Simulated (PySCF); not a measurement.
Bonds broken one at a time in the series C OH-H. Isolated molecules, 0 K electronic values unless said otherwise. One relaxed conformer stands for each flexible species; it need not be the lowest. Strings in code marks are SMILES. All members: neutral, multiplicity 1. Level: B3LYP-D3(BJ)/def2-TZVP (PySCF), beside PBE-D3(BJ)/def2-TZVP // B3LYP-D3(BJ)/def2-TZVP (PySCF) at the same geometries. B3LYP has the VWN-RPA correlation part, as in Gaussian.  Orbital energies are measured against the vacuum level.

| species | HOMO, PBE (eV) | HOMO, B3LYP-D3(BJ) (eV) |
|---|---|---|
| `C` | -9.44 | -10.76 |
| `OC(O)(O)O` | -6.94 | -8.52 |
| `OC(O)O` | -6.91 | -8.42 |
| `OCO` (H–O–C–O torsion -62°, O–C–O–H torsion -62°) | -6.55 | -8.05 |
| `CO` | -6.15 | withheld |

### Question
Fit y = a + b·x, y being the HOMO at the first level, to the 4 complete rows by least squares, with x = the PBE value in eV. Give a, b and the rms residual, and predict the withheld value.

### Answer
Means of the 4 rows: x̄ = -7.46, ȳ = -8.9375 eV. Σ(x − x̄)² = 5.3214 and Σ(x − x̄)(y − ȳ) = 4.9179, so b = 0.924 and a = ȳ − b·x̄ = -2.044 eV. The rms residual is 0.040 eV. At x = -6.15 the line gives -7.73 eV, outside the range of the fitted rows. The run for `CO` gave -7.64 eV, so the line is off by 0.09 eV, more than twice the rms residual.

Codes: PySCF.
